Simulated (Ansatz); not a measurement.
**Appearance energy of a fragment ion: C5H10O → C2H3O+ + C3H7 + e⁻**

Species: C5H10O (3-methyl-2-butanone) `CC(=O)C(C)C`, singlet; C2H3O+ `CC#[O+]`, singlet; C3H7 (methylethyl) `C[CH]C`, doublet. 

Shapes, held fixed at every level: PBE0-D4/def2-TZVP. Flexible molecules stand in one conformer, not always the lowest. Programs: Ansatz 0.2.0. Electronic energies: no zero-point or thermal term.

```
               level                   kind  ΔE (eV)  less CCSD(T)/CBS estimate
       HF/def2-TZVPP           Hartree–Fock    +8.97                      -1.69
   PBE-D4/def2-TZVPP                    GGA   +10.43                      -0.23
 B3LYP-D4/def2-TZVPP          global hybrid   +10.48                      -0.18
  PBE0-D4/def2-TZVPP          global hybrid   +10.53                      -0.13
   B2PLYP/def2-TZVPP          double hybrid   +10.28                      -0.38
     CCSD/def2-TZVPP  coupled cluster or CI   +10.38                      -0.28
CCSD(T)/CBS estimate  coupled cluster or CI   +10.66                       0.00
```

The highest level, CCSD(T)/CBS estimate, gives ΔE = +10.66 eV; the levels span +8.97 to +10.66. The column of differences is taken from that level and isn't an error. No measured value is set beside it here. Open shells run unrestricted unless RO is named. The CBS estimate extrapolates MP2 from def2-TZVPP and def2-QZVPP and adds CCSD(T) − MP2 in the triple-zeta set, cores frozen. The onset seen in experiment also holds zero-point changes and kinetic shifts.
